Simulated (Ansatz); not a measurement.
## Ansatz (development build ahead of 0.2.0) run

```yaml
crystal:
  periodic: [false, false, false]
  atoms:
    - { symbol: C, position_ang: [0.0, 0.0, -0.14855] }
    - { symbol: H, position_ang: [0.0, 0.0, 0.89128] }
basis:
  gaussian: { orbitals: def2-TZVP }
magnetization:
  spin_polarized: true
  initial_magnetization: 1
hamiltonian:
  xc: hf
```

The input is written out in the form of the current development build from the run's settings.

The run gave:

```
Converged                       : yes
Total energy                    : -38.28335 hartree
Spin squared of the determinant : 1.120
```

Caution: the unrestricted determinant is spin contaminated.
